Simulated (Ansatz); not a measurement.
## One structure, 3 elements: LiOs3, RbOs3, CsOs3

Plane-wave DFT in Ansatz with scalar-relativistic PAW potentials, cutoff 420 eV, Γ-centred meshes chosen by cell and gap, Gaussian smearing with energies taken to zero width. Every cell was relaxed (cell and atoms) in a run of its own, within the symmetry of its start. Functional: PBE.

All members share space group Pm-3m and the same sites; only the element on one set of sites changes (Li, Rb, Cs). Members needn't be the stable form of their composition. Energies over the elements, where given, are against the elements' standard states in the same functional (H₂, N₂, O₂ and halogens uncorrected, Hg as a solid). The first member:

Space group Pm-3m (No. 221). a = 3.798 Å, b = 3.798 Å, c = 3.798 Å, α = 90.00°, β = 90.00°, γ = 90.00°
```tsv
atom	site	symmetry	x	y	z
Li	1a	m-3m	0.0000	0.0000	0.0000
Os	3c	4/mm.m	0.0000	0.5000	0.5000
```

| compound | V (Å³/atom) | a (Å) | energy over elements (eV/atom) |
| --- | --- | --- | --- |
| LiOs3 | 13.69 | 3.798 | 0.515 |
| CsOs3 | 17.44 | 4.117 | 2.598 |

Q: Predict the member with Rb.

A: V (Å³/atom) 17.74, a (Å) 4.140, energy over elements (eV/atom) 2.519. Interpolating linearly in period between Li and Cs would give 16.51 Å³/atom (7.0 % too small), with 2.077 eV/atom over the elements. Over the whole series the volume has no steady trend down the group (least for Li); all are metallic on the mesh; none is bound against its elements in this structure, and Li comes closest.

Spin-orbit coupling is left out, which matters for the bands of heavy elements.